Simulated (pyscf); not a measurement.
`[BH2][F]` + `[SiH4]` → `[F][BH][SiH3]` + `[H][H]` (four-centre exchange; singlet surface; B–H, H–Si broken, B–Si, H–H formed). Structures and frequencies: ωB97X-D3(BJ)/def2-SVP in PySCF. Energies in kcal/mol from the separated reactants.

| level | barrier | reaction energy |
|---|---|---|
| ωB97X-D3(BJ)/def2-TZVP | 23.6 | +10.2 |
| PBE/def2-TZVP | 14.7 | +8.8 |
| r²SCAN/def2-TZVP | 17.6 | +10.0 |
| PBE0-D3(BJ)/def2-TZVP | 17.2 | +10.0 |
| ωB97M-D3(BJ)/def2-TZVP | 24.8 | +12.4 |
| HF/def2-TZVP | 50.0 | +18.0 |

The functionals in the table span 10.1 kcal/mol in this barrier, from PBE to ωB97M-D3(BJ)/def2-TZVP. At the saddle there is also a short B–H contact that neither side keeps. The same reactants have a lower exit, to H₂B–F + SiH₄ (barrier +8.9 kcal/mol at ωB97M-D3(BJ)/def2-TZVP, against +24.8 kcal/mol here). This is the saddle that the search found; another between the same sides may lie lower.
